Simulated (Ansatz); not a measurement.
Born–Oppenheimer molecular dynamics of BFH5N (8 atoms, charge 0, multiplicity 1). It starts at the highest image of a converged band. Of that band: Neighbouring images differ by up to 1.2 eV, so the band resolves the path poorly. A vibrational analysis at the climbing image gives one clearly imaginary mode, 1231i cm⁻¹: a first-order saddle point.

Computed with Ansatz 0.2.0, RKS PBE-D4/def2-SVP.

```json
{
 "ensemble": "NVE (velocity Verlet)",
 "time step": "0.5 fs",
 "steps asked": "200",
 "starting velocities drawn for": "300 K",
 "seed": "10887"
}
```

First frame:

```xyz
8
Properties=species:S:1:pos:R:3
B 0.041 0.356 0.077
H -0.235 -0.331 1.304
F 1.234 -0.129 -0.381
H -0.977 0.154 -0.570
N 0.086 1.783 0.723
H 1.016 2.108 1.007
H -0.466 2.537 0.303
H -0.248 0.685 1.469
```

(1) How far do the bonds stretch over the last three quarters of this one trajectory? (Pairs bonded in most of those frames.)

Results:

(1) 
| bond | mean (Å) | spread (Å) | shortest | longest |
| --- | --- | --- | --- | --- |
| B1–H2 | 1.234 | 0.026 | 1.19 | 1.29 |
| B1–F3 | 1.384 | 0.036 | 1.33 | 1.46 |
| B1–H4 | 1.233 | 0.013 | 1.21 | 1.27 |
| N5–H6 | 1.040 | 0.031 | 0.98 | 1.10 |
| N5–H7 | 1.039 | 0.039 | 0.97 | 1.13 |
| N5–H8 | 1.035 | 0.019 | 0.99 | 1.08 |

Mean temperature of the second half: 920 K. The conserved energy stayed within 0.22 meV per atom of its start (net change 0.12 meV per atom), so the integration is sound. The kinetic energy rose, since the run started high on the potential surface and went downhill. A run of 0.1 ps of so small a system gives no equilibrium averages. The orbitals stay closed-shell, which can raise the energy where a bond breaks towards radicals; this wasn't checked here.

Time of the run: 4.4 min on 1 thread of Arm Neoverse V1 (shared host), peak memory 0.11 GiB.
